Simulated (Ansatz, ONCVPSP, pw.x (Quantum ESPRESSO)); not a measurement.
**From atom to crystal: ONCV potential for aluminium (Al)**

Al (Z = 13), optimised norm-conserving Vanderbilt (ONCV), made with ONCVPSP 4.0.1.1 (patched build) (LDA (Perdew-Wang 92), scalar-relativistic). Core [He], reference 2s2 2p6 3s1.75 3p1.25. Waves: 2s+3s: rc 1.15 bohr, ncon 3, nbas 7, qcut 13.7 1/bohr, 2 projectors; 2p+3p: rc 1.15 bohr, ncon 3, nbas 6, qcut 12.6 1/bohr, 2 projectors; d scattering state at 0.02 Ha: rc 1.00 bohr, ncon 4, nbas 8, qcut 9.5 1/bohr, 1 projector. Local part: polynomial inside 0.80 bohr (lpopt 5, dvloc0 0 Ha). Core correction: Teter function, fcfact 5.75, rcfact 1.6.

Atomic tests: cutoffs needed: 61 Ha and 69 Ha (the cutoffs (Ha) at which the residual kinetic energy of the hardest occupied pseudo-wave falls to 1 and 0.1 mHa per electron); ghost test: no bound ghost flagged; no localised positive-energy state flagged; largest excitation error: +0.3 meV (all-electron minus pseudo) for 2s2 2p6 3s2 3p0, out of 4 test configurations.

Crystal test: bcc Al in pw.x 7.5, no spin, 14³ k-points, Fermi–Dirac smearing 0.01 Ry, cutoffs 160/640 Ry. The lattice is a test structure that the element need not adopt, and mesh and smearing are coarse.

pw.x input:

```
&control
  calculation='scf', prefix='x', pseudo_dir='./', outdir='./tmp', tstress=.true., disk_io='none'
/
&system
  ibrav=0, nat=1, ntyp=1, ecutwfc=160, ecutrho=640, nbnd=13,
  occupations='smearing', smearing='fd', degauss=0.01
/
&electrons
  conv_thr=1e-09, mixing_beta=0.4, electron_maxstep=70
/
ATOMIC_SPECIES
Al 1.0 Al.UPF
CELL_PARAMETERS angstrom
  -1.59470909 1.59470909 1.59470909
  1.59470909 -1.59470909 1.59470909
  1.59470909 1.59470909 -1.59470909
ATOMIC_POSITIONS crystal
Al 0.0000 0.0000 0.0000
K_POINTS automatic
14 14 14 0 0 0
```

```bash
pw.x < Al.scf.in > Al.scf.out
```

**Question.** How does the run end?

**Answer.** It converges; the pressure is 0.42 GPa against 0.10 GPa from all-electron LAPW.  The log shows:

```
     using ibrav=0 with symmetry is DISCOURAGED, use correct ibrav instead
     lattice parameter (alat)  =       5.2196  a.u.
     unit-cell volume          =     109.4715 (a.u.)^3
     number of electrons       =        11.00
     number of Kohn-Sham states=           13
     kinetic-energy cutoff     =     160.0000  Ry
     charge density cutoff     =     640.0000  Ry
     scf convergence threshold =      1.0E-09
     Exchange-correlation= SLA  PW   NOGX NOGC
     number of k points=   104  Fermi-Dirac smearing, width (Ry)=  0.0100
     iteration #  1     ecut=   160.00 Ry     beta= 0.40
     total energy              =    -162.07389161 Ry
     estimated scf accuracy    <       0.00435097 Ry
     iteration #  2     ecut=   160.00 Ry     beta= 0.40
     total energy              =    -162.07340411 Ry
     estimated scf accuracy    <       0.00122179 Ry
     iteration #  3     ecut=   160.00 Ry     beta= 0.40
     total energy              =    -162.07347967 Ry
     estimated scf accuracy    <       0.00002758 Ry
     iteration #  4     ecut=   160.00 Ry     beta= 0.40
     total energy              =    -162.07348302 Ry
     estimated scf accuracy    <       0.00000011 Ry
     iteration #  5     ecut=   160.00 Ry     beta= 0.40
     total energy              =    -162.07348305 Ry
     estimated scf accuracy    <       0.00000002 Ry
     iteration #  6     ecut=   160.00 Ry     beta= 0.40
     the Fermi energy is     9.9153 ev
!    total energy              =    -162.07348306 Ry
     estimated scf accuracy    <          3.2E-10 Ry
     smearing contrib. (-TS)   =      -0.00171791 Ry
     The total energy is F=E-TS. E is the sum of the following terms:
     one-electron contribution =    -119.05479713 Ry
     hartree contribution      =      54.04228088 Ry
     xc contribution           =     -23.99835972 Ry
     ewald contribution        =     -73.06088918 Ry
     convergence has been achieved in   6 iterations
          total   stress  (Ry/bohr**3)                   (kbar)     P=        4.18
     Message from routine punch:
     Nothing written, as per user request (disk_io='none')
```
